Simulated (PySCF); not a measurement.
Dimethylsilane, C2H8Si.
SMILES: `C[SiH2]C`

Computed, not measured: PBE0/pcSseg-1 in PySCF (dipole) on a GFN2-xTB geometry, gas phase.

Masses are those of the commonest isotopes; rigid-rotor values at the optimised geometry. 

(1) What are A, B and C (cm⁻¹)?

(2) Classify the top.

(3) What does the inertial defect say?

(4) Give the other two planar moments, Paa and Pbb, and the rms extents of the mass along the axes.

(5) Predict some low-J microwave lines.

(6) Estimate the classical rotational partition function at 10 K, 200 K and 500 K.

## Answers

(1) Ia = 31.31, Ib = 85.82, Ic = 105.16 u·Å²; 505379 MHz·u·Å²/I gives 16139, 5889 and 4806 MHz, that is A = 0.53833, B = 0.19642, C = 0.16030 cm⁻¹.

(2) An asymmetric top; Ray's κ = -0.809.

(3) Not planar: Δ = Ic − Ia − Ib = -11.98 u·Å². For a rigid frame Δ = −2 Σ m c², so Σ m c² = 5.99 u·Å² lies off the ab plane, practically all of it from hydrogen. The atom farthest from that plane is 1.20 Å away.

(4) Paa = Σ m a² = (Ib + Ic − Ia)/2 = 79.83 and Pbb = Σ m b² = (Ia + Ic − Ib)/2 = 25.33 u·Å². With the mass M = 60.04 u, the rms extents √(P/M) along a, b and c are 1.15, 0.65, 0.32 Å.

(5) The dipole components are |μa| = 0.00 D, |μb| = 0.56 D, |μc| = 0.00 D; the symmetry axis of this C2v structure is b, so μa and μc vanish by symmetry and there are no a-type or c-type lines. Some lines, for components of 0.1 D or more:

| type | branch | J(Ka,Kc) | MHz | lower level (cm⁻¹) |
| --- | --- | --- | --- | --- |
| b | R | 2(0,2) ← 1(1,1) | 11057 | 0.699 |
| b | Q | 1(1,0) ← 1(0,1) | 11333 | 0.357 |
| b | Q | 3(1,2) ← 3(0,3) | 14391 | 2.127 |
| b | Q | 4(1,3) ← 4(0,4) | 17169 | 3.528 |
| b | Q | 4(2,2) ← 4(1,3) | 28315 | 4.100 |
| b | Q | 3(2,1) ← 3(1,2) | 29583 | 2.607 |
| b | R | 2(1,2) ← 1(0,1) | 30556 | 0.357 |
| b | R | 4(0,4) ← 3(1,3) | 34093 | 2.390 |
| b | Q | 3(2,2) ← 3(1,3) | 35672 | 2.390 |
| b | Q | 4(2,3) ← 4(1,4) | 37926 | 3.740 |
| b | R | 4(1,4) ← 3(0,3) | 48358 | 2.127 |
| b | Q | 4(3,1) ← 4(2,2) | 53058 | 5.045 |
| b | R | 2(2,1) ← 1(1,0) | 53222 | 0.735 |
| b | Q | 3(3,0) ← 3(2,1) | 53607 | 3.594 |
| b | Q | 3(3,1) ← 3(2,2) | 54007 | 3.580 |
| b | R | 2(2,0) ← 1(1,1) | 54386 | 0.699 |
| b | R | 3(2,2) ← 2(1,1) | 62833 | 1.484 |
| b | R | 3(2,1) ← 2(1,2) | 66485 | 1.376 |
| b | Q | 4(4,0) ← 4(3,1) | 75376 | 6.815 |
| b | Q | 4(4,1) ← 4(3,2) | 75403 | 6.814 |
| b | R | 3(3,1) ← 2(2,0) | 86008 | 2.513 |
| b | R | 3(3,0) ← 2(2,1) | 86093 | 2.510 |
| b | R | 4(3,2) ← 3(2,1) | 96532 | 3.594 |
| b | R | 4(4,1) ← 3(3,0) | 118328 | 5.382 |

(6) Point group C2v, symmetry number σ = 2; q = (√π/σ)·√((kT/h)³/(ABC)), k/h = 20836.6 MHz/K: 125 at 10 K, 11200 at 200 K, 44100 at 500 K.

Stationary, but not proved a minimum. No vibrational averaging or centrifugal distortion is included, and the geometry carries the error of its method. A rigid rotor knows nothing of internal rotation, which can split or shift real lines.

On Arm Neoverse V1, one thread, no GPU (shared host), this took 5.2 s of wall time. This is the PBE0/pcSseg-1 job that gave the dipole, with the shieldings it also computed.
